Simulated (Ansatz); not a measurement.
Geometry optimisation, RKS PBE-D4/def2-SVP in Ansatz.

Input file:

```yaml
crystal:
  periodic: [false, false, false]
  atoms:
    - { symbol: C, position_ang: [-1.3691, -0.2547, 0.1798] }
    - { symbol: "N", position_ang: [-0.4844, -0.3973, -0.6941] }
    - { symbol: C, position_ang: [0.6902, 0.3639, -0.3944] }
    - { symbol: O, position_ang: [1.5414, -0.1691, 0.6877] }
    - { symbol: H, position_ang: [-2.3813, -0.732, 0.0262] }
    - { symbol: H, position_ang: [-1.3186, 0.4599, 1.0511] }
    - { symbol: H, position_ang: [0.523, 1.4133, -0.15] }
    - { symbol: H, position_ang: [1.4079, 0.3871, -1.2711] }
    - { symbol: H, position_ang: [1.4793, -1.1174, 0.5478] }
basis:
  gaussian: { orbitals: def2-SVP }
hamiltonian:
  xc: pbe
  dispersion: d4
relax:
  f_tol: 0.02
  max_steps: 40
scf:
  lower_state_search: "off"
```

Command:

```bash
$ ansatz run input.yaml --threads 1 --pin off --max-ram 2048MiB --backend cpu --events-out ev --progress --plain --runs-dir out
```

Where does it end, and by what steps?

The forces met the threshold. After 19 steps the energy has fallen by 0.434 eV; H6 moved furthest, 0.95 Å.

```csv
step,energy less start (eV),largest force component (eV/Å),accepted
0,0.0000,3.540,yes
1,-0.0899,1.812,yes
2,-0.2369,1.000,yes
3,-0.2273,1.015,no
4,-0.2884,0.400,yes
5,-0.3144,0.189,yes
6,-0.3256,0.331,yes
7,-0.3502,0.563,yes
8,-0.3573,0.751,yes
9,-0.4079,0.240,yes
10,-0.3668,0.620,no
11,-0.4261,0.201,yes
12,-0.4300,0.416,yes
13,-0.4324,0.155,yes
14,-0.4336,0.075,yes
15,-0.4329,0.153,no
16,-0.4339,0.054,yes
17,-0.4341,0.057,yes
18,-0.4343,0.030,yes
19,-0.4344,0.011,yes
```

```xyz
9
Properties=species:S:1:pos:R:3
C -1.526 -0.134 0.093
N -0.372 -0.607 -0.167
C 0.771 0.286 -0.166
O 1.847 -0.282 0.530
H -2.408 -0.806 0.082
H -1.716 0.941 0.337
H 0.562 1.274 0.314
H 1.012 0.483 -1.245
H 1.917 -1.202 0.207
```

Whether the end is a true minimum wasn't checked by a vibrational analysis.

Run time: 33 s on 1 thread of Arm Neoverse V1 (shared host), peak memory 0.1 GiB.
